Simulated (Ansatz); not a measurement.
# Elastic constant C44 of some elemental metals

Method: PBE (Ansatz, a quantum-chemistry and plane-wave program, plane waves, PAW). References are measured values corrected to a static lattice or taken at low temperature (these still hold zero-point motion). The table is a random draw of 10 from 19 solids with such references.

Values in GPa.

| solid | reference | PBE | error (%) |
|---|---|---|---|
| bcc W | 163 | 139 | -14.7 |
| fcc Au | 45.4 | 30.3 | -33 |
| hcp Be | 166 | 168 | +1.2 |
| fcc Ni | 132 | 133 | +0.8 |
| fcc Pd | 71.2 | 60.7 | -14.7 |
| hcp Zn | 45.9§ | 32.1 | -30 |
| hcp Mg | 18.4 | 18.4 | 0.0 |
| bcc Mo | 112 | 98.8 | -11.8 |
| bcc Ta | 87.4 | 73.4 | -16.0 |
| fcc Ag | 51.1 | 42.2 | -17.4 |

Over these 10 solids the mean error is -13.6 %, the mean absolute error 14.0 % (median 14.7 %), and the worst case fcc Au at -33 %; the value is too low in 7 of 10 cases. Over all 19 the mean error is -12.7 % and the mean absolute error 12.9 % (median 12.7 %).

All these references are low-temperature values that still hold zero-point motion.

Spin–orbit coupling is left out, also for the solids with elements from indium on (bcc W, fcc Au, bcc Ta); its size isn't shown.

† marks references with one source in our tables, § those from which another value on file, of any temperature, differs by over 15 %.

Differences are worked out from the printed values.

Each level is taken at its own relaxed cell. Caveats: shear constants of such metals converge slowly with the k mesh (bcc W, bcc Mo, bcc Ta). Ansatz's density-functional and Hartree–Fock values are scalar-relativistic unless marked +SOC, with PAW data made under PBE.

Ansatz's runs of these crystals have no spin polarisation, but for fcc Ni.

Density-functional runs with spin start from parallel moments for fcc Ni.

Not in this set, of the elemental metals with a reference value in our tables and a result at some level: 16 for a reference at room or unstated temperature (fcc Ca, hcp Cd, hcp Co, bcc Cs, body-centred tetragonal In and 11 more); 2 for a doubt noted on the run at PBE (bcc Nb, bcc V); 1 for sources at odds (bcc Li). These can be a level's worst cases. Values held back for tests aren't counted. Layered and molecular crystals are counted apart. The metals Ce to Yb are counted apart.

References as tabulated in Wang et al. (2022), arXiv:2209.12322; Malica and Corso (2021), arXiv:2109.00459; Li et al. (2021), arXiv:2102.01972; Elastic Constants of Single Crystal Beryllium, J. Appl. Phys., doi … and others.
